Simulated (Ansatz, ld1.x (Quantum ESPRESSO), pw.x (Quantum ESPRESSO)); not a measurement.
# pw.x on bcc Rb: one setting changed

Potential: norm-conserving Troullier–Martins (Kleinman–Bylander form), ld1.x (Quantum ESPRESSO) 7.5, PBE; core [Kr], reference 5s1 5p0; waves: 5p (bound, empty): rc 4.20 bohr; 4d channel at 0.4 Ry: rc 3.60 bohr; 4f channel at 0.45 Ry: rc 5.04 bohr; 5s (bound): rc 3.60 bohr; local part: the s channel; core correction: Bessel-smoothed model core inside 3.60 bohr.

The reference run (k-mesh 8³, cutoffs 50/200 Ry, Fermi–Dirac 0.01 Ry, mixing_beta 0.4, conv_thr 1e-9, no spin) gives -0.01 GPa at 91.801 Å³/atom, where all-electron LAPW gives -0.00 GPa. This run, with its own iteration cap, changes tot_charge to 3, a wrong or extreme entry chosen on purpose.

```
&control
  calculation='scf', prefix='x', pseudo_dir='./', outdir='./tmp', tstress=.true., disk_io='none'
/
&system
  ibrav=0, nat=1, ntyp=1, ecutwfc=50, ecutrho=200, nbnd=7,
  occupations='smearing', smearing='fd', degauss=0.01, tot_charge=3
/
&electrons
  conv_thr=1e-09, mixing_beta=0.4, electron_maxstep=70
/
ATOMIC_SPECIES
Rb 1.0 Rb.UPF
CELL_PARAMETERS angstrom
  -2.84181503 2.84181503 2.84181503
  2.84181503 -2.84181503 2.84181503
  2.84181503 2.84181503 -2.84181503
ATOMIC_POSITIONS crystal
Rb 0.0000 0.0000 0.0000
K_POINTS automatic
8 8 8 0 0 0
```

```bash
pw.x < Rb.scf.in > Rb.scf.out
```

**Question.** How does the run end?

**Answer.** It stops with "efermig: internal error, cannot bracket Ef".

```
Message from routine setup:
     using ibrav=0 with symmetry is DISCOURAGED, use correct ibrav instead
     lattice parameter (alat)  =       9.3015  a.u.
     unit-cell volume          =     619.5039 (a.u.)^3
     number of electrons       =        -2.00
     number of Kohn-Sham states=            7
     kinetic-energy cutoff     =      50.0000  Ry
     charge density cutoff     =     200.0000  Ry
     scf convergence threshold =      1.0E-09
     Exchange-correlation= PBE
     number of k points=    29  Fermi-Dirac smearing, width (Ry)=  0.0100
     negative rho (up, down):  2.000E+00 0.000E+00
     iteration #  1     ecut=    50.00 Ry     beta= 0.40
     Error in routine efermig (1):
     internal error, cannot bracket Ef
```

The run took about 3.4 s on one core of a shared host (Neoverse-V1, 32 threads, 247 GiB, load 14).
